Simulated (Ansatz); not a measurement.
Input file:

```yaml
crystal:
  periodic: [false, false, false]
  atoms:
    - {symbol: Si, position_ang: [0.000000, 0.000000, 0.000000]}
    - {symbol: P, position_ang: [0.000000, 0.000000, 6.172000]}
basis:
  gaussian: {orbitals: cc-pVDZ}
total_charge: 1
magnetization: {spin_polarized: true, initial_magnetization: 0}
hamiltonian: {xc: {name: PBE0}}
output: {forces: true, orbitals: {seedname: orbitals}}
```

```sh
$ ansatz run in.yaml --threads 1 --pin off --events-out ev --progress --plain --max-ram 3968MiB --backend cpu
```

Log:

```
377 factors; integrals over basis functions are off by at most 1.0e-4 eV
mean field evaluation 1: about -17128.5522 eV, gradient 2.0e1 eV
mean field evaluation 2: about -16939.6565 eV, gradient 6.4e1 eV
mean field evaluation 4: about -17090.3801 eV, gradient 3.0e1 eV
mean field evaluation 8: about -17142.2693 eV, gradient 3.0e-1 eV
mean field evaluation 16: about -17142.4965 eV, gradient 1.4e0 eV
mean field evaluation 32: about -17144.9049 eV, gradient 8.1e-1 eV
mean field evaluation 64: about -17144.9274 eV, gradient 1.9e-5 eV
mean field evaluation 96: about -17144.7491 eV, gradient 3.9e-3 eV
mean field evaluation 128: about -17144.7491 eV, gradient 2.9e-3 eV
mean field evaluation 160: about -17144.9154 eV, gradient 3.3e-1 eV
mean field evaluation 192: about -17140.2739 eV, gradient 1.2e1 eV
mean field evaluation 224: about -17143.5400 eV, gradient 8.3e-5 eV
mean field evaluation 256: about -17144.9126 eV, gradient 8.0e-5 eV
mean field evaluation 288: about -17144.9126 eV, gradient 2.7e-6 eV
mean field evaluation 320: about -17144.9126 eV, gradient 3.6e-2 eV
mean field evaluation 352: about -17144.8219 eV, gradient 2.0e0 eV
mean field evaluation 384: about -17144.7491 eV, gradient 2.8e-4 eV
mean field evaluation 416: about -17144.7483 eV, gradient 5.2e-2 eV
mean field evaluation 448: about -17144.7340 eV, gradient 4.5e-1 eV
mean field evaluation 480: about -17144.2625 eV, gradient 1.1e0 eV
mean field evaluation 512: about -17144.2374 eV, gradient 1.1e0 eV
mean field evaluation 544: about -17143.6386 eV, gradient 9.0e-1 eV
mean field evaluation 576: about -17144.9259 eV, gradient 4.1e-2 eV
mean field evaluation 608: about -17144.8435 eV, gradient 9.3e-1 eV
mean field evaluation 640: about -17144.7489 eV, gradient 7.1e-3 eV
mean field evaluation 672: about -17144.8680 eV, gradient 2.1e-2 eV
mean field evaluation 704: about -17144.8683 eV, gradient 1.1e-2 eV
mean field -17144.92739435 eV, -630.0644604932 hartree, gradient 3.4e-10 eV, S^2 2.014515; 36 other end points of the search recorded, 0 dependent functions left out
the calculation of the forces begins
reference -17144.92742634 eV, -630.0644616689 hartree; 14, 14 occupied and 22, 22 virtual orbitals, 377 factors
Total energy: -17144.92742634 eV, -630.0644616689 hartree
Atom 0 at     0.000000     0.000000     0.000000 Å, force    -0.000000     0.000000    -0.011293 eV/Å
Atom 1 at     0.000000     0.000000     6.172000 Å, force     0.000000    -0.000000     0.011293 eV/Å
Dipole moment:     0.000000    -0.000000    -1.339685 e Å
```

Forces (eV/Å):
```
Si   0.000  0.000 -0.011
P    0.000  0.000  0.011
```

Ran on 1 thread of AMD EPYC 7R13, shared host: 27 s wall, 0.16 GiB peak host memory.
